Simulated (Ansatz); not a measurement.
## BeIr2: from a trial structure to a relaxed crystal

Level of theory: DFT PBE, scalar-relativistic, plane waves, PAW (Ansatz). Cutoff 420 eV, Γ-centred k mesh, Gaussian smearing, no spin polarisation in the final step.

This is the end of a relaxation of cell and atoms.

```yaml
crystal:
  lattice:
    - [0.00000, 2.71054, 2.71054]
    - [2.71054, 0.00000, 2.71054]
    - [2.71054, 2.71054, 0.00000]
  atoms:
    - { symbol: Be, position: [0.00000, 0.00000, 0.00000] }
    - { symbol: Ir, position: [0.25000, 0.25000, 0.25000] }
    - { symbol: Ir, position: [0.75000, 0.75000, 0.75000] }
```

Formation energies are uncorrected and refer to the elements' standard structures at the same level.

Problem. What space group does it have?

Solution. Fm-3m (No. 225). Conventional cell: a = 5.421 Å. Be has 8 Ir at 2.35 Å; around Ir lie 4 Be at 2.35 Å and 6 Ir at 2.71 Å.

Problem. How far does it lie from the elements in energy?

Solution. 0.02 eV/atom.

Problem. Is it a metal?

Solution. Yes, bands cross the Fermi level on the 16×16×16 mesh.

The final run used a 16×16×16 mesh on its 3-atom cell and 0.10 eV smearing. The k mesh leaves about 4 meV/atom of noise in metals. Spin–orbit coupling is left out. The cell came from a trial start, so BeIr2 may not exist in this structure.

Cost: 3 runs of about 4.5 core-minutes in all, on Arm Neoverse V1 (shared hosts).